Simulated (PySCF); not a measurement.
The vertical singlet excitations below were computed for one of the candidates. Computed with TDDFT PBE0/def2-SVPD, vertical, gas phase, core orbitals frozen in the response in PySCF. Geometries: GFN2-xTB, one conformer each.

```
state  E (eV)  λ (nm)       f
   S1    5.06   244.9   0.061
   S2    6.11   202.9  0.0007
   S3    6.38   194.3   0.049
   S4    6.51   190.5  0.0019
   S5    6.60   187.9  0.0016
   S6    7.11   174.3   0.021
```

Triplets computed (Tamm–Dancoff): 3.06, 4.82 eV.

Question: Which structure fits? All have the formula C5H5Cl.
A. `CC1=CC/1=C\Cl`
B. `CC1=CC/1=C/Cl`
C. `ClC1=CCC=C1`

Answer: C. Its S1, at 5.06 eV, is the highest among the candidates; the nearest of the others has S1 at 4.31 eV. S1 is HOMO→LUMO (98%). Löwdin shares by element: HOMO carbon 77% or more (atoms not listed hold the other 23%); LUMO carbon 72% or more (atoms not listed hold the other 28%). At the same level the other candidates give, for their lowest levels:
- `CC1=CC/1=C\Cl`: 4.31 eV (f 0.021); 5.37 eV (f 0.001); 5.50 eV (f 0.002); 6.41 eV (f 0.006); 6.50 eV (f 0.003); T1 3.33 eV; HOMO -5.93, LUMO -0.54 eV
- `CC1=CC/1=C/Cl`: 4.30 eV (f 0.021); 5.34 eV (f 0.000); 5.62 eV (f 0.000); 6.24 eV (f 0.001); 6.46 eV (f 0.002); T1 3.32 eV; HOMO -5.92, LUMO -0.54 eV
